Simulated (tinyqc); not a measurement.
Coupled-perturbed Hartree-Fock on RHF in the sto-3g basis, for BH3, spin multiplicity 1, step by step (part 2 of 2). Computed by tinyqc, a small Python program that keeps every step (integrals from PySCF). Command: `OMP_NUM_THREADS=1 python tinyqc.py 23088 23089 out.jsonl` (the two numbers bound the seeds that draw the settings). One thread of a shared host (Intel(R) Xeon(R) Processor @ 2.60GHz), about 0.2 s of CPU time with the checks.

Geometry (angstrom):
```
atom          x          y         z
B      0.000000   0.000000  0.010000
H      1.358000   0.000000  0.000000
H     -0.679000   1.176000  0.000000
H     -0.679000  -1.176000  0.000000
```

## Convergence

Stop when the energy changes by less than 1e-10 hartree and every element of the error matrix X^T (F D S - S D F) X is below 3e-06.

Course of the cycle:
```
iteration   E (hartree)     change  largest element of the error matrix
1          -25.66843748          -                             7.89e-01
2          -25.98531302  -3.17e-01                             1.47e-01
3          -26.00943409  -2.41e-02                             3.83e-02
4          -26.01084374  -1.41e-03                             7.41e-03
5          -26.01091613  -7.24e-05                             5.72e-05
6          -26.01091614  -4.41e-09                             4.52e-06
7          -26.01091614  -3.05e-11                             2.75e-07
```

PySCF RHF in the same basis = -26.01091614 hartree

Converged in 7 iterations.

## Integrals over molecular orbitals

coefficients C, order 1B 1s, 1B 2s, 1B 2px, 1B 2py, 1B 2pz, 2H 1s, 3H 1s, 4H 1s:
```
[[0.991377, -0.224402, 0.000000, -0.000010, -0.003870, -0.253798, 0.000066, 0.000000],
 [0.033386, 0.615423, 0.000000, 0.000037, 0.016644, 1.212304, -0.000340, 0.000000],
 [0.000000, -0.000021, 0.000000, 0.499655, 0.000000, 0.000251, 1.079470, 0.000000],
 [0.000000, 0.000000, 0.499657, 0.000000, 0.000000, 0.000000, 0.000000, 1.079476],
 [-0.000029, -0.001191, 0.000000, 0.000000, 0.999860, -0.018004, 0.000004, 0.000000],
 [-0.005353, 0.277044, 0.000000, 0.537838, -0.006699, -0.657496, -0.848112, 0.000000],
 [-0.005353, 0.277077, 0.465769, -0.268897, -0.006698, -0.657198, 0.424329, -0.734658],
 [-0.005353, 0.277077, -0.465769, -0.268897, -0.006698, -0.657198, 0.424329, 0.734658]]
```

core Hamiltonian H = T + V (hartree), order 1B 1s, 1B 2s, 1B 2px, 1B 2py, 1B 2pz, 2H 1s, 3H 1s, 4H 1s:
```
[[-13.490107, -3.502179, 0.000002, 0.000000, 0.000315, -0.597727, -0.597800, -0.597800],
 [-3.502179, -4.560134, 0.000014, 0.000000, 0.002941, -1.572271, -1.572395, -1.572395],
 [0.000002, 0.000014, -3.811632, 0.000000, 0.000000, -1.505830, 0.752994, 0.752994],
 [0.000000, 0.000000, 0.000000, -3.811632, 0.000000, 0.000000, -1.304149, 1.304149],
 [0.000315, 0.002941, 0.000000, 0.000000, -3.670627, 0.011567, 0.011568, 0.011568],
 [-0.597727, -1.572271, -1.505830, 0.000000, 0.011567, -2.850507, -0.268672, -0.268672],
 [-0.597800, -1.572395, 0.752994, -1.304149, 0.011568, -0.268672, -2.850590, -0.268716],
 [-0.597800, -1.572395, 0.752994, 1.304149, 0.011568, -0.268672, -0.268716, -2.850590]]
```

Given earlier and not repeated: Two-electron integrals (ij|kl) in chemists' order.

(pq|rs) = sum C_ip C_jq C_kr C_ls (ij|kl), one index at a time.

one-electron integrals over orbitals h = C^T H C (hartree):
```
[[-13.474948, 0.289147, 0.000000, 0.000013, 0.005204, 0.294760, -0.000074, 0.000000],
 [0.289147, -3.605028, 0.000000, 0.000011, -0.005496, -0.634730, 0.000190, 0.000000],
 [0.000000, 0.000000, -3.285864, 0.000000, 0.000000, 0.000000, 0.000000, -0.642906],
 [0.000013, 0.000011, 0.000000, -3.285834, -0.000001, -0.000200, -0.642926, 0.000000],
 [0.005204, -0.005496, 0.000000, -0.000001, -3.670480, 0.010270, -0.000002, 0.000000],
 [0.294760, -0.634730, 0.000000, -0.000200, 0.010270, -2.888247, -0.000050, 0.000000],
 [-0.000074, 0.000190, 0.000000, -0.642926, -0.000002, -0.000050, -3.091568, 0.000000],
 [0.000000, 0.000000, -0.642906, 0.000000, 0.000000, 0.000000, 0.000000, -3.091565]]
```

Two-electron integrals over orbitals (pq|rs), unique and non-zero (hartree):
```
(11|11) 2.887642    (21|11) -0.246294   (21|21) 0.032930    (22|11) 0.584733
(22|21) -0.008085   (22|22) 0.425884    (31|31) 0.006717    (32|31) 0.011099
(32|32) 0.114846    (33|11) 0.508461    (33|21) -0.003142   (33|22) 0.414503
(33|33) 0.464957    (41|11) -0.000011   (41|21) 1.10e-06    (41|22) -1.53e-06
(41|33) -0.003362   (41|41) 0.006717    (42|11) 1.64e-08    (42|21) -7.54e-07
(42|22) -0.000013   (42|33) -0.063880   (42|41) 0.011099    (42|42) 0.114835
(43|31) -0.003361   (43|32) -0.063877   (43|43) 0.050129    (44|11) 0.508454
(44|21) -0.003143   (44|22) 0.414488    (44|33) 0.364679    (44|41) 0.003362
(44|42) 0.063886    (44|44) 0.464963    (51|11) -0.004160   (51|21) 0.000527
(51|22) -0.000272   (51|33) -0.000135   (51|41) 3.02e-08    (51|42) 6.78e-09
(51|44) -0.000135   (51|51) 0.021831    (52|11) 0.002695    (52|21) -0.000156
(52|22) 0.000014    (52|33) -0.000128   (52|42) 3.19e-08    (52|44) -0.000128
(52|51) 0.021135    (52|52) 0.068384    (53|31) 0.000058    (53|32) -0.000565
(53|43) 0.000556    (53|53) 0.015511    (54|11) 3.03e-07    (54|21) -1.29e-08
(54|22) 1.08e-07    (54|33) 0.000557    (54|41) 0.000058    (54|42) -0.000565
(54|44) -0.000557   (54|51) 9.40e-07    (54|52) 2.17e-06    (54|54) 0.015511
(55|11) 0.741920    (55|21) -0.009405   (55|22) 0.452857    (55|33) 0.411495
(55|41) -3.75e-07   (55|42) -4.24e-07   (55|44) 0.411490    (55|51) 0.000546
(55|52) 0.003227    (55|54) 2.74e-07    (55|55) 0.586774    (61|11) -0.268006
(61|21) 0.036539    (61|22) -0.008297   (61|33) -0.003039   (61|41) 4.44e-06
(61|42) 4.13e-06    (61|44) -0.003036   (61|51) 0.000253    (61|52) -0.000473
(61|55) -0.008126   (61|61) 0.040622    (62|11) 0.224141    (62|21) -0.008803
(62|22) 0.048404    (62|33) 0.021054    (62|41) 1.58e-06    (62|42) 3.35e-06
(62|44) 0.021045    (62|51) -0.000461   (62|52) -0.000008   (62|54) 2.10e-07
(62|55) 0.116099    (62|61) -0.008997   (62|62) 0.074371    (63|31) 0.003407
(63|32) -0.045182   (63|43) 0.043844    (63|53) 0.000645    (63|63) 0.064346
(64|11) 0.000065    (64|21) -1.74e-06   (64|22) 0.000021    (64|33) 0.043867
(64|41) 0.003406    (64|42) -0.045203   (64|44) -0.043854   (64|51) -2.26e-08
(64|52) 3.12e-07    (64|54) 0.000645    (64|55) 0.000034    (64|61) -1.32e-07
(64|62) 0.000031    (64|64) 0.064380    (65|11) -0.002547   (65|21) -0.000038
(65|22) -0.001044   (65|33) -0.000388   (65|41) 5.40e-08    (65|42) 4.33e-07
(65|44) -0.000388   (65|51) 0.022370    (65|52) 0.062942    (65|54) 0.000007
(65|55) -0.000237   (65|61) -0.000391   (65|62) -0.002055   (65|64) -5.33e-07
(65|65) 0.062149    (66|11) 0.582930    (66|21) -0.010283   (66|22) 0.416096
(66|33) 0.412107    (66|41) 0.000005    (66|42) 0.000051    (66|44) 0.412164
(66|51) -0.000913   (66|52) -0.001867   (66|54) -4.32e-07   (66|55) 0.436935
(66|61) -0.010321   (66|62) 0.027085    (66|64) -0.000016   (66|65) -0.002362
(66|66) 0.427968    (71|11) 0.000070    (71|21) -0.000010   (71|22) 2.21e-07
(71|33) -0.004888   (71|41) 0.011949    (71|42) 0.017784    (71|44) 0.004891
(71|51) -6.99e-08   (71|52) 1.12e-07    (71|54) 0.000108    (71|55) 2.00e-06
(71|61) -0.000005   (71|62) 0.000006    (71|64) 0.005935    (71|65) 1.80e-07
(71|66) 0.000012    (71|71) 0.021372    (72|11) -0.000066   (72|21) 2.13e-06
(72|22) -0.000015   (72|33) 0.021911    (72|41) 0.008045    (72|42) 0.000690
(72|44) -0.021924   (72|51) 1.12e-07    (72|52) -9.21e-08   (72|54) 0.000697
(72|55) -0.000034   (72|61) 0.000006    (72|62) -0.000011   (72|64) 0.046606
(72|65) 5.39e-07    (72|66) -0.000010   (72|71) 0.013539    (72|72) 0.049242
(73|31) 0.002246    (73|32) 0.046129    (73|43) -0.023970   (73|53) -0.000431
(73|63) -0.032366   (73|73) 0.032982    (74|11) 0.209588    (74|21) -0.004900
(74|22) 0.052148    (74|33) 0.052010    (74|41) -0.002248   (74|42) -0.046103
(74|44) 0.004102    (74|51) -0.000019   (74|52) 0.001190    (74|54) 0.000430
(74|55) 0.106244    (74|61) -0.004753   (74|62) 0.072387    (74|64) 0.032375
(74|65) -0.000803   (74|66) 0.026746    (74|71) -0.003970   (74|72) 0.010647
(74|74) 0.107567    (75|11) 5.33e-07    (75|22) 8.24e-08    (75|33) -0.000805
(75|41) 0.000201    (75|42) 0.001543    (75|44) 0.000806    (75|51) -0.000006
(75|52) -0.000017   (75|54) 0.016133    (75|55) -4.00e-08   (75|61) 1.86e-07
(75|62) 5.53e-07    (75|64) -0.000734   (75|65) -0.000011   (75|66) 1.26e-06
(75|71) 0.000342    (75|72) 0.000168    (75|74) -0.000645   (75|75) 0.020855
(76|11) 0.000014    (76|21) -4.47e-08   (76|22) -0.000006   (76|33) -0.059088
(76|41) 0.011801    (76|42) 0.105760    (76|44) 0.059102    (76|51) 2.00e-07
(76|52) 6.10e-07    (76|54) -0.000745   (76|55) 4.63e-06    (76|61) 0.000005
(76|62) 0.000007    (76|64) -0.048165   (76|65) 8.53e-07    (76|66) 0.000056
(76|71) 0.019607    (76|72) -0.004264   (76|74) -0.049102   (76|75) 0.001345
(76|76) 0.109544    (77|11) 0.661655    (77|21) -0.008877   (77|22) 0.439648
(77|33) 0.396044    (77|41) -0.000449   (77|42) 0.030117    (77|44) 0.464324
(77|51) -0.000127   (77|52) 0.000613    (77|54) -0.000484   (77|55) 0.467001
(77|61) -0.008466   (77|62) 0.052816    (77|64) -0.037438   (77|65) -0.000484
(77|66) 0.439973    (77|71) -0.001340   (77|72) -0.028052   (77|74) 0.048714
(77|75) 0.000356    (77|76) 0.030873    (77|77) 0.507838    (81|31) 0.011949
(81|32) 0.017784    (81|43) -0.004888   (81|53) 0.000108    (81|63) 0.005937
(81|73) 0.003969    (81|81) 0.021372    (82|31) 0.008045    (82|32) 0.000684
(82|43) 0.021920    (82|53) 0.000697    (82|63) 0.046603    (82|73) -0.010692
(82|81) 0.013539    (82|82) 0.049244    (83|11) 0.209585    (83|21) -0.004900
(83|22) 0.052137    (83|33) 0.004095    (83|41) 0.002247    (83|42) 0.046117
(83|44) 0.052020    (83|51) -0.000019   (83|52) 0.001190    (83|54) -0.000430
(83|55) 0.106241    (83|61) -0.004751   (83|62) 0.072384    (83|64) -0.032343
(83|65) -0.000803   (83|66) 0.026793    (83|71) 0.003972    (83|72) -0.010699
(83|74) 0.044069    (83|75) 0.000645    (83|76) 0.049131    (83|77) 0.070793
(83|83) 0.107582    (84|31) 0.002248    (84|32) 0.046118    (84|43) -0.023959
(84|53) -0.000430   (84|63) -0.032348   (84|73) 0.030562    (84|81) 0.003972
(84|82) -0.010678   (84|84) 0.032965    (85|31) 0.000201    (85|32) 0.001543
(85|43) -0.000805   (85|53) 0.016133    (85|63) -0.000733   (85|73) 0.000645
(85|81) 0.000342    (85|82) 0.000168    (85|84) 0.000645    (85|85) 0.020854
(86|31) 0.011802    (86|32) 0.105749    (86|43) -0.059067   (86|53) -0.000744
(86|63) -0.048120   (86|73) 0.049129    (86|81) 0.019607    (86|82) -0.004255
(86|84) 0.049117    (86|85) 0.001344    (86|86) 0.109512    (87|31) 0.000440
(87|32) -0.030201   (87|43) 0.034183    (87|53) 0.000485    (87|63) 0.037488
(87|73) -0.011091   (87|81) 0.001327    (87|82) 0.028042    (87|84) -0.011081
(87|85) -0.000357   (87|86) -0.030932   (87|87) 0.034357    (88|11) 0.661655
(88|21) -0.008877   (88|22) 0.439655    (88|33) 0.464355    (88|41) 0.000442
(88|42) -0.030173   (88|44) 0.396009    (88|51) -0.000127   (88|52) 0.000613
(88|54) 0.000485    (88|55) 0.467002    (88|61) -0.008465   (88|62) 0.052827
(88|64) 0.037500    (88|65) -0.000485   (88|66) 0.439942    (88|71) 0.001334
(88|72) 0.028024    (88|74) 0.070813    (88|75) -0.000356   (88|76) -0.030916
(88|77) 0.439203    (88|83) 0.048679    (88|88) 0.507871
```

## Response to a field: uncoupled start

orbital energies (hartree): [-7.430374, -0.614306, -0.417311, -0.417308, 0.243809, 0.514631, 0.620610, 0.620619]

dipole integrals <a|z|i> (bohr), order a5, a6, a7, a8:
```
[[0.120562, 0.813724, 0.000000, 0.000036],
 [-0.001929, -0.002801, 0.000000, 0.000003],
 [0.000000, 0.000000, 0.000000, 0.011058],
 [0.000000, 0.000000, 0.011058, 0.000000]]
```

Field along z; U_ai = -mu_ai / (e_a - e_i), alpha = -4 sum U_ai mu_ai.

uncoupled U, order a5, a6, a7, a8:
```
[[-0.015710, -0.948270, 0.000000, -0.000055],
 [0.000243, 0.002481, 0.000000, -0.000003],
 [0.000000, 0.000000, 0.000000, -0.010654],
 [0.000000, 0.000000, -0.010654, 0.000000]]
```

uncoupled polarisability = 3.095067 bohr^3

## Coupled step 1

U_ai = -(mu_ai + sum_bj [4 (ai|bj) - (ab|ij) - (aj|bi)] U_bj) / (e_a - e_i); alpha = -4 sum U_ai mu_ai.

U after step 1, order a5, a6, a7, a8:
```
[[-0.008099, -1.220608, 0.000000, -0.000075],
 [0.000004, 0.006336, 0.000000, -0.000002],
 [0.000000, -0.000001, 0.000000, -0.008984],
 [0.000000, 0.000000, -0.008984, 0.000000]]
```

polarisability = 3.977723 bohr^3

## Coupled step 2

As before.

U after step 2, order a5, a6, a7, a8:
```
[[-0.004843, -1.299882, 0.000000, -0.000084],
 [-0.000037, 0.006840, 0.000000, -0.000002],
 [0.000000, -0.000001, 0.000000, -0.008789],
 [0.000000, 0.000000, -0.008789, 0.000000]]
```

polarisability = 4.234172 bohr^3

## Coupled polarisability

Repeat until U stops changing; compare with -d2E/dF2.

Course of the coupled iterations:
```
step  alpha (bohr^3)
0           3.095067
1           3.977723
2           4.234172
3           4.309049
4           4.330948
5           4.337354
6           4.339229
7           4.339778
8           4.339938
9           4.339985
10          4.339999
11          4.340003
12          4.340004
13          4.340005
14          4.340005
15          4.340005
```

coupled polarisability = 4.340005 bohr^3

finite-field check, fields of +/-0.001 au = 4.340000 bohr^3
